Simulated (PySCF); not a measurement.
Method: B3LYP-D3(BJ)/def2-TZVP // B3LYP-D3(BJ)/def2-SVP (PySCF 2.14.0). All species are isolated molecules in the gas phase. B3LYP has the VWN-RPA correlation part, as in Gaussian. Delta-SCF ions had no search for a lower state. 

Reference species (SMILES): `COC` (neutral, multiplicity 1).

The HOMO–LUMO gap is 8.22 eV and the vertical ionisation energy (Delta-SCF) is 9.95 eV.

Changed species: `S` (free base H2S; the reference has free base O(CH3)2).

Q: Give the shifts of the HOMO–LUMO gap and vertical ionisation energy (Delta-SCF).

A: the HOMO–LUMO gap drops by 0.77 eV, to 7.45 eV; the vertical ionisation energy (Delta-SCF) goes up by 0.45 eV, to 10.40 eV.
